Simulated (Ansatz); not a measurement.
## A reaction path, image by image

AlH₃, closed shell, from a complex of AlH + H₂ to a complex of AlH + H₂; PBE0-D4/def2-SVP (Ansatz 0.2.0). Settings:

```yaml
hamiltonian: {xc: pbe0, dispersion: d4}
neb:
  images: 5
  climbing: true
  max_iterations: 40
  initial_path: idpp
```

First end:

Al1  (-1.060, 0.248, -0.871)
H2  (0.512, -0.060, -1.324)
H3  (0.578, -0.149, 0.876)
H4  (-0.030, -0.039, 1.320)
(Å)

Second end:

```csv
atom,x (Å),y (Å),z (Å)
Al1,-1.3323,0.2840,-0.2949
H2,0.9953,-0.1757,-0.8489
H3,1.0353,-0.2098,-0.0899
H4,-0.6984,0.1016,1.2339
```

The ends were relaxed with PBE0-D4 in triple zeta, so they are not quite minima here (largest force components 0.35 and 0.43 eV/Å).

Energies along the converged band: It took 6 iterations. Path lengths are measured after rigid turns and shifts between images are taken out.
```tsv
image	path length (Å)	energy (kcal/mol)
0	0.00	0.00
1	0.33	0.31
2	0.65	3.51
3 (climbing)	0.98	7.80
4	1.30	3.51
5	1.63	0.31
6	1.96	0.00
```
Energies count from the first end.

The images between the ends:
Image 1:
```xyz
4
angstrom
Al -1.0316 0.2367 -0.7200
H 0.5495 -0.0734 -1.1613
H 0.5357 -0.1333 0.6810
H -0.0536 -0.0298 1.2004
```

Image 2:
```xyz
4
angstrom
Al -1.0266 0.2315 -0.5989
H 0.6069 -0.0916 -0.9753
H 0.5016 -0.1195 0.4819
H -0.0819 -0.0203 1.0924
```

Image 3:
```xyz
4
angstrom
Al -1.0517 0.2336 -0.5087
H 0.6899 -0.1144 -0.8049
H 0.5436 -0.1207 0.2630
H -0.1819 0.0016 1.0507
```

Image 4:
```xyz
4
angstrom
Al -1.1049 0.2419 -0.4321
H 0.7848 -0.1357 -0.7524
H 0.6848 -0.1439 0.0921
H -0.3647 0.0378 1.0925
```

Image 5:
```xyz
4
angstrom
Al -1.2007 0.2592 -0.3599
H 0.8854 -0.1549 -0.7979
H 0.8586 -0.1763 -0.0064
H -0.5433 0.0721 1.1643
```

The band counts as converged below 0.05 eV/Å. Hardware: 2 CPU threads of an Arm Neoverse V2, shared host. Wall time about 11 s.
